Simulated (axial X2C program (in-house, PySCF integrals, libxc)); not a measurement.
# Density and ELF of SiO

Calculated with an axial X2C code built on PySCF integrals. Two-component (2c) means X2C with spin–orbit coupling and atomic mean-field two-electron Coulomb and Gaunt terms. Basis: Si dyall-v3z [8s7p2d1f], O dyall-av3z [7s6p3d2f] (cores contracted in-house); Gaussian nuclei, density fitting, unrestricted open shells. Masses: Si 27.977 u, O 15.995 u.

PBE0, two-component, state Ω = 0 (closed shell); Si at z = 0, O at z = 1.520 Å.

The maps cover the half plane through the axis: z from -2.4 to 3.9 Å along the bond, ρ from 0.15 to 2.25 Å away from it (steps of 0.3 Å, the bottom row nearest the axis).

log10 of the density in e/bohr³:

digits 0 to 9 span -5.45 to 1.07 evenly
```
1122233333333322211100
1223334444433333222110
2233444444444443332210
2334455555555554433211
3344555555556655443221
3345566666666666544321
3445566777677777654321
3445666898778987654322
```

Electron localisation function (collinear form, no current term, damped to 0 at low density):

digits 0 to 9 span 0.00 to 1.00 evenly
```
0000011110000000000000
0002455421111000000000
0037888753222211000000
0379999864333332210000
1699999864455665321000
3899999311477777642000
5999992151288788752000
6999990858086459863100
```

The state is a single determinant with fixed occupations, the lowest that a limited PBE0 search found.
